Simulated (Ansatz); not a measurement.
# CH₅BS: vertical ionisation energy

Aim: the vertical ionisation energy of CH₅BS, as cation minus neutral at the neutral's geometry, on several levels, and how well −ε(HOMO) stands in for it.

The runs use Ansatz 0.2.0, Gaussian basis; unrestricted cation, the program's frozen cores in correlated methods.

Levels to be run: UKS PBE-D4/def2-TZVPP; UKS r2SCAN-D4/def2-TZVPP; UKS PBE0-D4/def2-TZVPP; UKS B3LYP-D4/def2-TZVPP; UKS wB97X-V/def2-TZVPP; UKS wB97M-V/def2-TZVPP; UKS B2PLYP/def2-TZVPP; UHF-CCSD(T)/def2-TZVPP; UHF-MP2/def2-QZVPP; extrapolation to the limit; then −ε(HOMO) from the neutral's earlier runs with LDA (SPW92), PBE-D4, revPBE-D4, BLYP-D4, r2SCAN-D4, B97M-V, PBE0-D4, B3LYP-D4, r2SCANh-D4, r2SCAN0-D4, HSE06-D4, BHLYP-D4, CAM-B3LYP-D4, LC-ωPBE, ωB97X-V, ωB97M-V.

## 1. The relaxed structure

The geometry comes from an earlier relaxation with PBE0-D4 in a triple-zeta def2 set; it is a stationary point, not always the lowest conformer.

8 atoms, charge 0, spin multiplicity 1.

Atoms are counted from 1 here; the program's logs count them from 0.

Bond lengths: B1–C2 1.548 Å, B1–H4 1.197 Å, B1–H5 1.198 Å, C2–S3 1.811 Å, C2–H6 1.095 Å, C2–H7 1.103 Å, S3–H8 1.341 Å. Angles: C2–B1–H4 122.4°, C2–B1–H5 118.3°, H4–B1–H5 119.3°, B1–C2–S3 119.2°, B1–C2–H6 109.9°, B1–C2–H7 104.4°, S3–C2–H6 108.4°, S3–C2–H7 109.6°, H6–C2–H7 104.2°, C2–S3–H8 97.1°.

## 2. Cation, UKS PBE-D4/def2-TZVPP

Contents of in.yaml:

```yaml
crystal:
  periodic: [false, false, false]
  atoms:
    - {symbol: B, position_ang: [-0.646010, 0.537927, -0.606963]}
    - {symbol: C, position_ang: [0.544336, 0.194541, 0.321488]}
    - {symbol: S, position_ang: [0.642945, -1.456278, 1.059524]}
    - {symbol: H, position_ang: [-1.405084, -0.294976, -1.011307]}
    - {symbol: H, position_ang: [-0.778056, 1.673222, -0.964288]}
    - {symbol: H, position_ang: [0.617804, 0.936682, 1.123839]}
    - {symbol: H, position_ang: [1.437758, 0.376776, -0.298708]}
    - {symbol: H, position_ang: [-0.321494, -2.024992, 0.320717]}
basis:
  gaussian: {orbitals: def2-TZVPP}
total_charge: 1
magnetization: {spin_polarized: true, initial_magnetization: 1}
hamiltonian: {xc: pbe, dispersion: d4}
```

Started as:

```bash
> ansatz run in.yaml --threads 2 --pin off --events-out ev --progress --plain --max-ram 4352MiB
```

The log of the run:

```text
Functional definition: PBE
  name "PBE"
  cite "Perdew, Burke & Ernzerhof, Phys. Rev. Lett. 77, 3865 (1996) doi:10.1103/PhysRevLett.77.3865"
  parent pbe
  parameter kappa = 0.804
  parameter beta = 0.06672455060314922
  exchange = pbe_x(kappa = kappa, mu = beta*pi^2/3)
  correlation = pbe_c(beta = beta)
928 factors; their error is unknown
mean field evaluation 1: about -12598.2866 eV, gradient 5.6e1 eV
mean field evaluation 2: about -12533.1316 eV, gradient 9.9e1 eV
mean field evaluation 4: about -12606.9183 eV, gradient 2.6e1 eV
mean field evaluation 8: about -12613.6546 eV, gradient 4.5e-1 eV
mean field evaluation 16: about -12613.6374 eV, gradient 1.3e-3 eV
mean field -12613.63740249 eV, -463.5426247111 hartree, gradient 2.7e-5 eV, S^2 0.753801; 2 other end points of the search recorded, 0 dependent functions left out
reference -12613.63744265 eV, -463.5426261868 hartree; 16, 15 occupied and 158, 159 virtual orbitals, 928 factors
Total energy: -12613.74069469 eV, -463.5464206294 hartree
```

It took 3.7 s on 2 threads of Arm Neoverse V1, shared host.

Less the neutral's -12622.9231 eV (earlier run), this gives 9.182 eV. ⟨S²⟩ = 0.754.

## 3. Cation, UKS r2SCAN-D4/def2-TZVPP

in.yaml: that of step 2 with these lines changed.

```diff
@@ -15,2 +15,2 @@
 magnetization: {spin_polarized: true, initial_magnetization: 1}
-hamiltonian: {xc: pbe, dispersion: d4}
+hamiltonian: {xc: r2scan, dispersion: d4}
```

The command is unchanged.

The log of the run:

```text
Functional definition: r2SCAN
  name "r2SCAN"
  cite "Furness, Kaplan, Ning, Perdew & Sun, J. Phys. Chem. Lett. 11, 8208 (2020) doi:10.1021/acs.jpclett.0c02405"
  cite "Furness, Kaplan, Ning, Perdew & Sun, J. Phys. Chem. Lett. 11, 9248 (2020) doi:10.1021/acs.jpclett.0c03077"
  parent r2scan
  parameter k0 = 0.174
  parameter k1 = 0.065
  parameter a1 = 4.9479
  exchange = r2scan_x(k0 = k0, k1 = k1, a1 = a1)
  correlation = r2scan_c
928 factors; their error is unknown
mean field evaluation 1: about -12606.6944 eV, gradient 5.1e1 eV
mean field evaluation 2: about -12562.1590 eV, gradient 8.9e1 eV
mean field evaluation 4: about -12618.7883 eV, gradient 8.3e0 eV
mean field evaluation 8: about -12619.2433 eV, gradient 2.8e-1 eV
mean field evaluation 16: about -12619.2230 eV, gradient 6.1e-3 eV
mean field -12619.22297044 eV, -463.7478905471 hartree, gradient 3.1e-5 eV, S^2 0.757892; 1 other end points of the search recorded, 0 dependent functions left out
reference -12619.22298384 eV, -463.7478910396 hartree; 16, 15 occupied and 158, 159 virtual orbitals, 928 factors
Total energy: -12619.24678028 eV, -463.7487655425 hartree
```

Run time: 7.5 s. Hardware: 2 threads of Arm Neoverse V1, shared host.

Less the neutral's -12628.4123 eV (earlier run), this gives 9.166 eV. ⟨S²⟩ = 0.758.

## 4. Cation, UKS PBE0-D4/def2-TZVPP

in.yaml: that of step 3 with these lines changed.

```diff
@@ -15,2 +15,2 @@
 magnetization: {spin_polarized: true, initial_magnetization: 1}
-hamiltonian: {xc: r2scan, dispersion: d4}
+hamiltonian: {xc: pbe0, dispersion: d4}
```

Same command.

The log of the run:

```text
Functional definition: PBE0
  name "PBE0"
  cite "Adamo & Barone, J. Chem. Phys. 110, 6158 (1999) doi:10.1063/1.478522"
  cite "Perdew, Burke & Ernzerhof, Phys. Rev. Lett. 77, 3865 (1996) doi:10.1103/PhysRevLett.77.3865"
  parent pbe
  parameter a = 0.25
  parameter kappa = 0.804
  parameter beta = 0.06672455060314922
  exchange = (1 - a)*pbe_x(kappa = kappa, mu = beta*pi^2/3) + a*exact_x
  correlation = pbe_c(beta = beta)
959 factors; their error is unknown
mean field evaluation 1: about -12605.2113 eV, gradient 4.5e1 eV
mean field evaluation 2: about -12584.8484 eV, gradient 6.7e1 eV
mean field evaluation 4: about -12614.8886 eV, gradient 4.3e0 eV
mean field evaluation 8: about -12614.9725 eV, gradient 2.8e-1 eV
mean field evaluation 16: about -12614.9728 eV, gradient 6.7e-5 eV
mean field -12614.97280537 eV, -463.5916998616 hartree, gradient 6.7e-5 eV, S^2 0.755981; 0 other end points of the search recorded, 0 dependent functions left out
reference -12614.97283555 eV, -463.5917009708 hartree; 16, 15 occupied and 158, 159 virtual orbitals, 959 factors
Total energy: -12615.05863278 eV, -463.5948539610 hartree
```

Run time: 3.5 s. Hardware: 2 threads of Arm Neoverse V1, shared host; peak memory 0.38 GiB.

Less the neutral's -12624.2906 eV (earlier run), this gives 9.232 eV. ⟨S²⟩ = 0.756.

## 5. Cation, UKS B3LYP-D4/def2-TZVPP

in.yaml: that of step 4 with these lines changed.

```diff
@@ -15,2 +15,2 @@
 magnetization: {spin_polarized: true, initial_magnetization: 1}
-hamiltonian: {xc: pbe0, dispersion: d4}
+hamiltonian: {xc: {name: B3LYP}, dispersion: d4}
```

Same command.

The log of the run, cut to the lines that bear on the results:

```text
Functional definition: B3LYP
  name "B3LYP"
  cite "Stephens, Devlin, Chabalowski & Frisch, J. Phys. Chem. 98, 11623 (1994) doi:10.1021/j100096a001"
  cite "Becke, Phys. Rev. A 38, 3098 (1988) doi:10.1103/PhysRevA.38.3098"
  cite "Lee, Yang & Parr, Phys. Rev. B 37, 785 (1988) doi:10.1103/PhysRevB.37.785"
  cite "Vosko, Wilk & Nusair, Can. J. Phys. 58, 1200 (1980) doi:10.1139/p80-159"
[...]
940 factors; their error is unknown
[...]
mean field -12621.96444646 eV, -463.8486379325 hartree, gradient 1.4e-5 eV, S^2 0.754556; 0 other end points of the search recorded, 0 dependent functions left out
reference -12621.96469352 eV, -463.8486470121 hartree; 16, 15 occupied and 158, 159 virtual orbitals, 940 factors
Total energy: -12622.13277755 eV, -463.8548239862 hartree
```

It took 3.8 s on 2 threads of Arm Neoverse V1, shared host; peak memory 0.38 GiB.

The neutral molecule at this level: -12631.4332 eV. Difference: 9.300 eV. ⟨S²⟩ = 0.755.

## 6. Cation, UKS wB97X-V/def2-TZVPP

in.yaml: that of step 5 with these lines changed.

```diff
@@ -15,2 +15,2 @@
 magnetization: {spin_polarized: true, initial_magnetization: 1}
-hamiltonian: {xc: {name: B3LYP}, dispersion: d4}
+hamiltonian: {xc: {name: wB97X-V}}
```

Launched as before.

The log of the run, cut to the lines that bear on the results:

```text
Functional definition: wB97X-V
  name "wB97X-V"
  cite "Mardirossian & Head-Gordon, Phys. Chem. Chem. Phys. 16, 9904 (2014) doi:10.1039/C3CP54374A"
  cite "Becke, J. Chem. Phys. 107, 8554 (1997) doi:10.1063/1.475007"
  cite "Vydrov & Van Voorhis, J. Chem. Phys. 133, 244103 (2010) doi:10.1063/1.3521275"
[...]
      + integral(e_c_pw_opposite_spin*poly(b97_u_opposite, cos0, cos1)) + vv10(b, c)
935 factors; their error is unknown
234 factors; integrals over basis functions are off by at most 1.1e-5 eV
[...]
mean field -12619.02036011 eV, -463.7404447548 hartree, gradient 5.3e-5 eV, S^2 0.754488; 0 other end points of the search recorded, 0 dependent functions left out
reference -12619.02035840 eV, -463.7404446922 hartree; 16, 15 occupied and 158, 159 virtual orbitals, 935 factors
Total energy: -12619.02035840 eV, -463.7404446922 hartree
```

Wall time 11 s (2 threads of Arm Neoverse V1, shared host); peak memory 0.51 GiB.

Less the neutral's -12628.3389 eV (earlier run), this gives 9.319 eV. ⟨S²⟩ = 0.754.

## 7. Cation, UKS wB97M-V/def2-TZVPP

in.yaml: that of step 6 with these lines changed.

```diff
@@ -15,2 +15,2 @@
 magnetization: {spin_polarized: true, initial_magnetization: 1}
-hamiltonian: {xc: {name: wB97X-V}}
+hamiltonian: {xc: {name: wB97M-V}}
```

The command is unchanged.

The log of the run, cut to the lines that bear on the results:

```text
Functional definition: wB97M-V
  name "wB97M-V"
  cite "Mardirossian & Head-Gordon, J. Chem. Phys. 144, 214110 (2016) doi:10.1063/1.4952647"
  cite "Becke, J. Chem. Phys. 107, 8554 (1997) doi:10.1063/1.475007"
  cite "Vydrov & Van Voorhis, J. Chem. Phys. 133, 244103 (2010) doi:10.1063/1.3521275"
  # Of w^i u^j: cxij and so on, Table III.
[...]
  gx(w, u) = 1 - cx + cx01*u + cx10*w
  gss(w, u) = css00 + css04*u^4 + css10*w + css20*w^2 + css43*w^4*u^3
  gos(w, u) = cos00 + cos10*w + (cos20 + cos21*u)*w^2 + (cos60 + cos61*u)*w^6
[...]
      + integral(e_c_pw_mod_opposite_spin*gos(b97_w_opposite, b97_u_opposite)) + vv10(b, c)
935 factors; their error is unknown
234 factors; integrals over basis functions are off by at most 1.1e-5 eV
[...]
mean field -12619.25618542 eV, -463.7491111753 hartree, gradient 6.1e-5 eV, S^2 0.753132; 0 other end points of the search recorded, 0 dependent functions left out
reference -12619.25623177 eV, -463.7491128785 hartree; 16, 15 occupied and 158, 159 virtual orbitals, 935 factors
Total energy: -12619.25623177 eV, -463.7491128785 hartree
```

Run time: 13 s. Hardware: 2 threads of Arm Neoverse V1, shared host; peak memory 0.55 GiB.

Less the neutral's -12628.5789 eV (earlier run), this gives 9.323 eV. ⟨S²⟩ = 0.753.

## 8. Cation, UKS B2PLYP (frozen core)/def2-TZVPP

in.yaml: that of step 7 with these lines changed.

```diff
@@ -15,2 +15,2 @@
 magnetization: {spin_polarized: true, initial_magnetization: 1}
-hamiltonian: {xc: {name: wB97M-V}}
+hamiltonian: {xc: {name: B2PLYP}}
```

Same command.

The log of the run, cut to the lines that bear on the results:

```text
Functional definition: B2PLYP
  name "B2PLYP"
  cite "Grimme, J. Chem. Phys. 124, 034108 (2006) doi:10.1063/1.2148954"
  cite "Becke, Phys. Rev. A 38, 3098 (1988) doi:10.1103/PhysRevA.38.3098"
  cite "Lee, Yang & Parr, Phys. Rev. B 37, 785 (1988) doi:10.1103/PhysRevB.37.785"
[...]
995 factors; integrals over basis functions are off by at most 1.0e-3 eV
[...]
mean field -12612.12688593 eV, -463.4871142514 hartree, gradient 2.1e-6 eV, S^2 0.758417; 0 other end points of the search recorded, 0 dependent functions left out
7 core orbitals not correlated: weight in the atoms' cores, before any rotation towards them, 1.000 or more for the frozen orbitals, at most 0.000 for the correlated occupied ones
reference -12612.12704265 eV, -463.4871200107 hartree; 9, 8 occupied and 158, 159 virtual orbitals, 995 factors
second order -13.82224932 eV of doubles, -0.00000000 eV of singles
Total energy: -12615.85904997 eV, -463.6242687499 hartree
```

Run time: 6 s. Hardware: 2 threads of Arm Neoverse V1, shared host; peak memory 0.38 GiB.

The neutral molecule at this level: -12625.0852 eV. Difference: 9.226 eV. ⟨S²⟩ = 0.758.

## 9. Cation, UHF-CCSD(T)/def2-TZVPP

in.yaml: that of step 8 with these lines changed.

```diff
@@ -15,2 +15,3 @@
 magnetization: {spin_polarized: true, initial_magnetization: 1}
-hamiltonian: {xc: {name: B2PLYP}}
+correlation: {method: ccsd_t}
+scf: {omitted_lower_state_checks: [cluster_reference]}
```

Same command.

The log of the run, cut to the lines that bear on the results:

```text
Functional definition: HF
  name "HF"
  cite "Fock, Z. Phys. 61, 126 (1930) doi:10.1007/BF01340294"
  parent pbe
[...]
995 factors; integrals over basis functions are off by at most 1.0e-3 eV
[...]
mean field -12590.81742189 eV, -462.7040058919 hartree, gradient 6.0e-6 eV, S^2 0.767030; 0 other end points of the search recorded, 0 dependent functions left out
7 core orbitals not correlated: weight in the atoms' cores, before any rotation towards them, 1.000 or more for the frozen orbitals, at most 0.000 for the correlated occupied ones
reference -12590.81742189 eV, -462.7040058919 hartree; 9, 8 occupied and 158, 159 virtual orbitals, 995 factors
second order -11.24894174 eV of doubles, -0.00000000 eV of singles
cycle   1  -12.15344155 eV  change   -9.0e-1 eV  update   7.8e-2
[...]
cycle  13  -12.58744902 eV  change   -6.5e-6 eV  update   2.0e-5
perturbative correction -0.48313858 eV, -0.0177550152 hartree
Total energy: -12603.88800949 eV, -463.1843411266 hartree
Checks for a lower state left out: cluster_reference
```

Wall time 89 s (2 threads of Arm Neoverse V1, shared host); peak memory 3.6 GiB.

Less the neutral's -12613.1550 eV (earlier run), this gives 9.267 eV. ⟨S²⟩ = 0.767. T1 = 0.015 (report).

## 10. Cation, UHF-MP2/def2-QZVPP

in.yaml: that of step 9 with these lines changed.

```diff
@@ -12,6 +12,6 @@
 basis:
-  gaussian: {orbitals: def2-TZVPP}
+  gaussian: {orbitals: "def2-QZVPP.json"}
 total_charge: 1
 magnetization: {spin_polarized: true, initial_magnetization: 1}
-correlation: {method: ccsd_t}
+correlation: {method: mp2}
 scf: {omitted_lower_state_checks: [cluster_reference]}
```

The command is unchanged.

The log of the run:

```text
Functional definition: HF
  name "HF"
  cite "Fock, Z. Phys. 61, 126 (1930) doi:10.1007/BF01340294"
  parent pbe
  exchange = exact_x
  correlation = 0
these checks for a lower state are left out or cut short: cluster_reference
1971 factors; integrals over basis functions are off by at most 8.0e-4 eV
mean field evaluation 1: about -12587.1712 eV, gradient 2.7e1 eV
mean field evaluation 2: about -12587.1727 eV, gradient 2.7e1 eV
mean field evaluation 4: about -12591.1058 eV, gradient 2.8e0 eV
mean field evaluation 8: about -12591.2125 eV, gradient 1.2e-1 eV
mean field -12591.21307699 eV, -462.7185459486 hartree, gradient 9.8e-6 eV, S^2 0.767455; 0 other end points of the search recorded, 0 dependent functions left out
7 core orbitals not correlated: weight in the atoms' cores, before any rotation towards them, 1.000 or more for the frozen orbitals, at most 0.000 for the correlated occupied ones
reference -12591.21307699 eV, -462.7185459486 hartree; 9, 8 occupied and 318, 319 virtual orbitals, 1971 factors
second order -12.05720834 eV of doubles, -0.00000000 eV of singles
Total energy: -12603.27028533 eV, -463.1616401824 hartree
Checks for a lower state left out: cluster_reference
```

It took 17 s on 2 threads of Arm Neoverse V1, shared host; peak memory 1.3 GiB.

Less the neutral's -12612.7005 eV (earlier run), this gives 9.430 eV. ⟨S²⟩ = 0.767.

## 11. Extrapolating to the complete basis

This step is arithmetic on the last runs, with X = 3 and 4: exp(−7.88√X) for Hartree-Fock, X^−2.97 for correlation; only MP2 was run in the larger set, so CCSD(T) minus MP2 is added from the smaller one.

```csv
level,energy at the limit (eV)
HF,-12591.2676
MP2,-12603.9235
CCSD,-12605.2620
CCSD(T),-12605.7451
```

The neutral's limit, from its own earlier runs, is -12615.1919 eV in the additive form (MP2 limit plus CCSD(T) minus MP2 in triple zeta), in which the cation has -12605.7451 eV.

## 12. The ladder

Differences are taken before rounding.

```
            method  ionisation energy (eV)  from CCSD(T)/CBS (eV)     time
            PBE-D4                    9.18                  -0.26    5.7 s
         r2SCAN-D4                    9.17                  -0.28     11 s
           PBE0-D4                    9.23                  -0.21    5.7 s
          B3LYP-D4                    9.30                  -0.15    6.5 s
           ωB97X-V                    9.32                  -0.13     18 s
           ωB97M-V                    9.32                  -0.12     21 s
            B2PLYP                    9.23                  -0.22    9.4 s
     HF/def2-TZVPP                    8.17                  -1.28         
    MP2/def2-TZVPP                    9.32                  -0.12         
   CCSD/def2-TZVPP                    9.21                  -0.24         
CCSD(T)/def2-TZVPP                    9.27                  -0.18  1.9 min
       CCSD(T)/CBS                    9.45                      0  2.3 min
```

Among the levels timed on like hardware and quicker than the yardstick, those that no quicker one beats, quickest first: PBE0-D4 (5.7 s, -0.21 eV); B3LYP-D4 (6.5 s, -0.15 eV); ωB97X-V (18 s, -0.13 eV); ωB97M-V (21 s, -0.12 eV).

Times add the cation's run and the neutral's; HF, MP2 and CCSD come out of the CCSD(T) runs.

Orbital estimates, from the neutral's runs:

| functional | −ε(HOMO) (eV) | by energy difference (eV) |
| --- | --- | --- |
| LDA (SPW92) | 5.68 |  |
| PBE-D4 | 5.57 | 9.18 |
| revPBE-D4 | 5.53 |  |
| BLYP-D4 | 5.41 |  |
| r2SCAN-D4 | 5.82 | 9.17 |
| B97M-V | 5.92 |  |
| PBE0-D4 | 6.81 | 9.23 |
| B3LYP-D4 | 6.56 | 9.30 |
| r2SCANh-D4 | 6.28 |  |
| r2SCAN0-D4 | 6.97 |  |
| HSE06-D4 | 6.40 |  |
| BHLYP-D4 | 7.90 |  |
| CAM-B3LYP-D4 | 8.16 |  |
| LC-ωPBE | 9.59 |  |
| ωB97X-V | 9.21 | 9.32 |
| ωB97M-V | 9.05 | 9.32 |

## 13. What came out

```
                        quantity               value
  ionisation energy, CCSD(T)/CBS             9.45 eV
nearest functional by difference  ωB97M-V (-0.12 eV)
                nearest −ε(HOMO)  LC-ωPBE (+0.14 eV)
                 −ε(HOMO) of PBE             5.57 eV
                T1 of the cation               0.015
```

What this shows: Energy differences with functionals land within 0.28 eV of the reference. −ε(HOMO) of PBE misses by 3.9 eV, since self-interaction lifts the level. Among orbital estimates LC-ωPBE comes nearest. Hartree-Fock falls 1.28 eV short, as the neutral has more correlation energy than the cation. The cation may have settled in a state other than its lowest; no search over hole states beyond the program's own was made.

For cost: ωB97M-V gets within 0.12 eV in 21 s, where CCSD(T)/CBS took 2.3 min; the quickest level in the cost chart, PBE0-D4, takes 5.7 s and misses by 0.21 eV.
